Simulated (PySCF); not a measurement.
# CH4OSi: the cost of one run

The runs use PySCF 2.14.0, with density-fitted response routines of our own; the level of theory stands in each step. All values are computed, except where a source is named. Atoms count from 0, in the outputs and in this text.

## Step 1: Starting geometry

7 atoms, charge 0, multiplicity 1; geometry from: GFN2-xTB.

Bonds of the start (Å): O0–C1 1.20, C1–Si2 1.92, C1–H3 1.11, Si2–H4 1.46, Si2–H5 1.46, Si2–H6 1.46.

## Step 2: TDDFT and polarisability: B3LYP/def2-SVPD

Job settings and geometry (Å):

```
{"job": {"kind": "uv", "xc": "B3LYP", "basis": "def2-SVPD", "nstates": 8, "ntriplets": 3}, "charge": 0, "multiplicity": 1}
O      1.732482    -1.067240     0.001071
C      1.114954    -0.033732    -0.026841
Si    -0.806527     0.032523     0.009307
H      1.677203     0.925858    -0.071841
H     -1.295963    -0.768526    -1.107758
H     -1.185940     1.438698    -0.121299
H     -1.232876    -0.522677     1.290284
```

Method: TDDFT B3LYP/def2-SVPD, vertical, gas phase, core orbitals frozen in the response.

On the command line:

```
$ OMP_NUM_THREADS=1 python probes_run.py task.json out
```

One launch serves the whole session: the jobs run in the order shown.

**Question.** How long does this first job take on 1 thread of Arm Neoverse N1, shared host, and how much memory does it need?

About 7.5 s, with a peak of 0.39 GiB.
